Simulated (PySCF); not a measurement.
Species: C4H9N.
Cartesian coordinates in Å at the PBE0-D3(BJ)/def2-SVP level; atoms count from 1:
```
atom  x, y, z in Å
C1     1.883    0.523    0.066
N2     0.871   -0.482    0.284
C3    -0.338   -0.262   -0.436
C4    -1.376    0.613    0.205
C5    -1.594   -0.868    0.110
H6     1.523    1.498    0.430
H7     2.176    0.660   -0.998
H8     2.791    0.274    0.637
H9     1.235   -1.410    0.087
H10   -0.270   -0.190   -1.536
H11   -1.968    1.275   -0.432
H12   -1.125    1.019    1.189
H13   -1.489   -1.448    1.030
H14   -2.338   -1.247   -0.594
```

Computed, not measured: core-valence-separated Tamm–Dancoff BHandHLYP/aug-pcX-1 (pcseg-1 on H) in PySCF, non-relativistic, gas phase, PBE0-D3(BJ)/def2-SVP geometry. No empirical shift is added; at this level the pattern usually sits a few eV under experiment.

The lowest roots of each edge with f over 0.003 (five at most, numbered afresh; weaker and dark ones are left out), with transition dipoles (au) in the frame of the coordinates:

| root | edge | E (eV) | μx | μy | μz |
| --- | --- | --- | --- | --- | --- |
| 1 | C | 285.66 | -0.0242 | -0.0261 | -0.0108 |
| 2 | C | 285.68 | -0.0342 | 0.0232 | -0.0149 |
| 3 | C | 285.94 | -0.0370 | -0.0179 | 0.0089 |
| 4 | C | 286.02 | -0.0118 | 0.0083 | -0.0664 |
| 5 | C | 286.32 | -0.0078 | 0.0034 | -0.0545 |
| 6 | N | 399.56 | -0.0171 | 0.0408 | 0.0058 |
| 7 | N | 400.92 | -0.0155 | -0.0072 | 0.0108 |
| 8 | N | 401.30 | -0.0077 | -0.0087 | -0.0233 |
| 9 | N | 401.65 | -0.0139 | -0.0161 | 0.0123 |
| 10 | N | 401.96 | -0.0211 | -0.0098 | -0.0225 |

Task: What are the oscillator strengths?

Result: f = (2/3) ΔE |μ|², with ΔE in hartree (27.2114 eV):

| root | ΔE (Eh) | \|μ\|² (au) | f | core hole on |
| --- | --- | --- | --- | --- |
| 1 | 10.4980 | 0.001381 | 0.010 | C4/C5 |
| 2 | 10.4985 | 0.001931 | 0.014 | C4/C5 |
| 3 | 10.5080 | 0.001769 | 0.012 | C1 |
| 4 | 10.5112 | 0.004614 | 0.032 | C4 + C5 |
| 5 | 10.5222 | 0.003041 | 0.021 | C3 |
| 6 | 14.6837 | 0.001993 | 0.020 | N2 |
| 7 | 14.7335 | 0.000408 | 0.004 | N2 |
| 8 | 14.7473 | 0.000679 | 0.007 | N2 |
| 9 | 14.7605 | 0.000604 | 0.006 | N2 |
| 10 | 14.7719 | 0.001050 | 0.010 | N2 |

Task: Molecules are fixed in this frame and the field points along y. What effective strengths 3 f cos²θ do the roots have (θ between field and μ)?

Result: root 1 (C4/C5): 0.014, root 2 (C4/C5): 0.011, root 3 (C1): 0.007, root 4 (C4 + C5): 0.001, root 5 (C3): 0.000, root 6 (N2): 0.049, root 7 (N2): 0.002, root 8 (N2): 0.002, root 9 (N2): 0.008, root 10 (N2): 0.003. Root 6 is the strongest. Averaged over all orientations cos²θ is 1/3, which gives f back.

One conformer stands for the species.
